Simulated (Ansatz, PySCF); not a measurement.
Potential energy surface of CH₄, singlet: flattening of a tetrahedron along the D2d path, bond length relaxed. Scanned: the two opposite H-C-H angles (109.47 = tetrahedral, 180 = square planar). Other coordinates (C-H bond length) were minimised at B3LYP/def2-TZVP.

Levels: RKS-PBE/cc-pVTZ = restricted PBE/cc-pVTZ (Ansatz, a first-principles code); CCSD on RHF/cc-pVTZ, 1 core orbital frozen (PySCF); RMP2/3-21G = restricted MP2 (frozen core)/3-21G run with PySCF.

Energies in kcal/mol, each method relative to its own lowest point.

```csv
a / °,RKS-PBE/cc-pVTZ,CCSD,RMP2/3-21G
90,14.0,15.0,17.0
95,7.7,8.2,9.3
100,3.3,3.5,[?]
105,[?],[?],0.9
109.47,0.0,0.0,0.0
115,1.1,1.2,1.3
120,3.9,4.2,4.7
130,14.5,15.7,17.5
140,31.4,34.0,37.8
150,53.9,58.4,65.1
```

**Question.** Some entries are withheld; supply them.

**Answer.** 
- 100, RMP2/3-21G: 4.0
- 105, RKS-PBE/cc-pVTZ: 0.7
- 105, CCSD: 0.8
